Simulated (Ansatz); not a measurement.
A calculation with Ansatz (development build ahead of 0.2.0).

```yaml
crystal:
  periodic: [false, false, false]
  atoms:
    - { symbol: P, position_ang: [0.0, 0.0, 0.0] }
    - { symbol: Si, position_ang: [0.0, 2.5061, 1.923] }
    - { symbol: Si, position_ang: [0.0, -2.5061, 1.923] }
basis:
  gaussian: { orbitals: pcseg-2 }
magnetization:
  spin_polarized: true
  initial_magnetization: 3
hamiltonian:
  xc: { name: wB97X }
```

The input is written out in the form of the current development build from the run's settings.

Results

```
Converged                       : yes
Total energy                    : -920.03229 hartree
Spin squared of the determinant : 4.295
Stability test                  : minimum
```

Caution: the unrestricted determinant is spin contaminated; other spin multiplicities may lie lower.
